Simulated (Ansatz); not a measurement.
# AlHS (quintet): from Hartree-Fock to the top rungs, cc-pVTZ

Aim: climb from Hartree-Fock through coupled cluster for AlHS (quintet) at one geometry and basis, and see what each rung misses.

Program: Ansatz 0.2.0, Gaussian basis. Level of theory: cc-pVTZ, correlated electrons: outside noble gas. These are calculated values, not measurements.

To be run: UHF; CCSD(T) on ROHF; CCSD(T) on UHF; BCCD(T) on ROHF; CCSDT(Q) on ROHF; CCSDT(Q) on UHF.

### Step 1. The system

The geometry is a PBE0/def2-TZVP stationary point (not a proven minimum) of the parent state, kept for this charge and spin.

3 atoms, charge 0, spin multiplicity 5.

Atoms are counted from 1 here; the program's logs count them from 0.

Bond lengths: Al1–S2 2.185 Å, S2–H3 1.348 Å. Angles: Al1–S2–H3 99.2°.

In the tables R marks a restricted open-shell determinant and U an unrestricted one; correlation energies count from the lowest restricted Hartree-Fock solution.

### Step 2. UHF

The input, in.yaml:

```yaml
crystal:
  periodic: [false, false, false]
  atoms:
    - {symbol: Al, position_ang: [0.000000, 0.032224, 1.206475]}
    - {symbol: S, position_ang: [0.000000, -0.066502, -0.975876]}
    - {symbol: H, position_ang: [0.000000, 1.252993, -1.251158]}
basis:
  gaussian: {orbitals: cc-pVTZ}
magnetization: {spin_polarized: true, initial_magnetization: 4}
hamiltonian: {xc: hf}
output: {orbitals: {seedname: orbitals}}
```

The run is started by

```
ansatz run in.yaml --threads 1 --pin off --events-out ev --progress --plain --max-ram 4096MiB --backend cpu
```

The runs that follow: CCSD(T) on ROHF; CCSD(T) on UHF; BCCD(T) on ROHF; CCSDT(Q) on ROHF; CCSDT(Q) on UHF.

Before running them: what should the planned runs give, taken together? Wanted: correlation energy, UCCSDT(Q); RMP2 from UCCSDT(Q); UMP2 from UCCSDT(Q); RCCSD from UCCSDT(Q); RCCSD(T) from UCCSDT(Q); UCCSD(T) from UCCSDT(Q); RCCSDT(Q) from UCCSDT(Q); T1 diagnostic.

**Answer**, as computed:

| quantity | value |
| --- | --- |
| correlation energy, UCCSDT(Q) | -6.0511 eV |
| RMP2 from UCCSDT(Q) | +24.67 kcal/mol |
| UMP2 from UCCSDT(Q) | +25.37 kcal/mol |
| RCCSD from UCCSDT(Q) | +6.36 kcal/mol |
| RCCSD(T) from UCCSDT(Q) | +1.06 kcal/mol |
| UCCSD(T) from UCCSDT(Q) | +1.02 kcal/mol |
| RCCSDT(Q) from UCCSDT(Q) | +0.07 kcal/mol |
| levels of the table within 1 kcal/mol (43 meV) | RCCSDT, UCCSDT, RCCSDT(Q) |
| T1 diagnostic | 0.023 |

**Reading.** RCCSD(T) misses by +1.06 kcal/mol, 0.8 % of the correlation energy. These misses are within one basis, not against nature; the frozen cores of restricted and unrestricted runs differ, which can shift their rows.
